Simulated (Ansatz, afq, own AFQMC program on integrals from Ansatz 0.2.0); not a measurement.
Integrals from Ansatz 0.2.0, then the random walk in our own AFQMC program (afq).

```yaml
crystal:
  periodic: [false, false, false]
  atoms:
    - {symbol: Al, position_ang: [0.000000, -0.247974, 0.538975]}
    - {symbol: C, position_ang: [0.000000, 0.459834, -1.155194]}
    - {symbol: H, position_ang: [0.000000, 0.976910, 1.544200]}
    - {symbol: H, position_ang: [0.000000, 0.181670, -2.206631]}
basis:
  gaussian: {orbitals: cc-pVDZ}
magnetization: {spin_polarized: false, initial_magnetization: 1}
correlation: {method: ccsd_t, electrons: outside_noble_gas, hamiltonian_folder: ham}
```

```sh
$ ansatz run in.yaml --threads 1 --pin off --events-out ev --progress --plain --max-ram 1382MiB
```

Options of the walk:

```
--method phaseless --trial cisd --walkers 60 --populations 1 --least-time 40 --time-step 0.005 --steps-per-block 50 --equilibration-blocks 28 --max-blocks 300 --target-error 0.00036 --factor-cut 1e-05 --start spin_pure --seed 5555 --release-times 0.24,0.51,0.99,1.62,2.4 --release-step 0.03 --release-every 4 --taylor-order 6
```

Times are imaginary, in 1/Eh. The walk had a cap of 1011 s.

Output of the walk:

```
orbitals 36  electrons 5 4  factors 271 of 401
reference energy -280.77873176 Eh
CCSD correlation -0.22031481 Eh in 18 cycles, weight of the determinant in the CISD state 0.7929
energy of the start -280.999046 Eh
 block  time / (1/Eh)  mean weight  energy / Eh
     1     0.250  1.0005  -280.996252
     2     0.500  1.0019  -280.996655
     3     0.750  1.0001  -281.000356
     4     1.000  1.0001  -281.000027
     5     1.250  0.9996  -281.002492
     9     2.250  0.9999  -281.012326
    33     8.250  1.0030  -281.007918
    65    16.250  1.0013  -281.004725
    97    24.250  0.9992  -281.015042
   129    32.250  0.9993  -281.011871
   161    40.250  1.0017  -281.007796
   193    48.250  1.0001  -281.009760
   225    56.250  0.9989  -281.011019
   241    60.250  1.0010  -281.000175
   257    64.250  1.0000  -281.024401
   289    72.250  0.9994  -281.013850
   297    74.250  0.9979  -281.038495
   321    80.250  1.0002  -281.003287
blocks merged  error / Eh  count
     1  0.000390  300
     2  0.000493  150
     4  0.000595  75
     8  0.000665  37
    16  0.000593  18
    32  0.000577  9
released: time / (1/Eh)  energy / Eh  error  mean overlap
  0.24  -281.010315  0.000689  1.0072
  0.51  -281.010276  0.000527  1.0096
  0.99  -281.011216  0.000628  1.0077
  1.62  -281.012515  0.000763  0.9830
  2.40  -281.013301  0.000968  0.9788
energy -281.010970 +/- 0.000665 Eh
(rows thinned)
```

The run passed its tests (sampling time, drift between the halves within three errors, error under three times the target), which doesn't prove that it has relaxed.

Against this walk (error 18.1 meV) on the same determinant: CCSD(T) 27.3 meV higher (within the noise), CCSDT(Q) 48.7 meV lower. The error is statistical and leaves out the bias of the constraint. The released energies are still falling (meV from the phaseless value at times in 1/Eh: 18 ± 19 at 0.24, 19 ± 14 at 0.51, -7 ± 17 at 0.99, -42 ± 21 at 1.62, -63 ± 26 at 2.40), so they give no level.

Cautions: constraint bias not in the error; error above the target (18.1 against 9.8 meV); higher spins were not checked; a spin-contaminated unrestricted determinant lies lower (UHF 1.37 eV lower, ⟨S²⟩ 1.62); strong correlation (T1 0.057, weight of the determinant 0.79, largest double 0.25); the bias of populations of 60 walkers isn't removed.

The walk took 11 min on 1 thread of Arm Neoverse N1 (shared host). The log's last line is the phaseless energy.

CCSDT and higher add their correlation energy to the determinant of the CCSD(T) run, since their own runs factorise the integrals more tightly (a shift of under 2 meV). A walk keeps the symmetry of its determinant, which the program's search chose and which needn't be the lowest solution, so a lower state of the same spin and another symmetry isn't excluded.
